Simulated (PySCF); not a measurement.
**Orbital picture of LiAl⁺**

B97-3 at R = 3.088 Å; PySCF, no relativity, basis sets Li def2-SVPD, Al def2-SVPD. State: ²Σ⁺ (doublet), unpaired electrons σ ↑. Only the outer orbitals are listed, counted within each symmetry.

```json
{"spin": "α", "orbital": "5σ", "occ.": "1", "ε (eV)": "-13.96", "on Li (%)": "3", "main shells (%)": "96 Al s"}
{"spin": "α", "orbital": "6σ", "occ.": "1", "ε (eV)": "-9.30", "on Li (%)": "18", "main shells (%)": "76 Al p, 11 Li s"}
{"spin": "α", "orbital": "2π", "occ.": "0", "ε (eV)": "-6.40", "on Li (%)": "7", "main shells (%)": "92 Al p"}
{"spin": "α", "orbital": "2π", "occ.": "0", "ε (eV)": "-6.40", "on Li (%)": "7", "main shells (%)": "92 Al p"}
{"spin": "α", "orbital": "7σ", "occ.": "0", "ε (eV)": "-4.91", "on Li (%)": "91", "main shells (%)": "81 Li s, 10 Li p, 9 Al p"}
{"spin": "β", "orbital": "5σ", "occ.": "1", "ε (eV)": "-13.21", "on Li (%)": "3", "main shells (%)": "96 Al s"}
{"spin": "β", "orbital": "6σ", "occ.": "0", "ε (eV)": "-7.00", "on Li (%)": "47", "main shells (%)": "48 Al p, 38 Li s, 9 Li p"}
{"spin": "β", "orbital": "2π", "occ.": "0", "ε (eV)": "-6.34", "on Li (%)": "9", "main shells (%)": "89 Al p, 9 Li p"}
{"spin": "β", "orbital": "2π", "occ.": "0", "ε (eV)": "-6.34", "on Li (%)": "9", "main shells (%)": "89 Al p, 9 Li p"}
```

Q: Which are the highest filled and the lowest empty level, where do they sit, and how wide is the gap?

A: Highest filled α 6σ at -9.30 eV (in %: 76 Al p, 11 Li s); lowest empty β 6σ at -7.00 eV (in %: 48 Al p, 38 Li s, 9 Li p); the gap at B97-3 is 2.30 eV.

```json
{
  "bond order (Mayer)": "0.39",
  "⟨S²⟩": "0.754",
  "charge on Li (Mulliken, basis-dependent)": "0.75",
  "charge on Li (Löwdin, basis-dependent)": "0.56",
  "dipole moment (positive dipole points towards Al; it is taken about the centre of mass and depends on that origin)": "-7.11 D"
}
```

The state is the lowest determinant that a PBE0 search found; another state may lie lower at other levels.
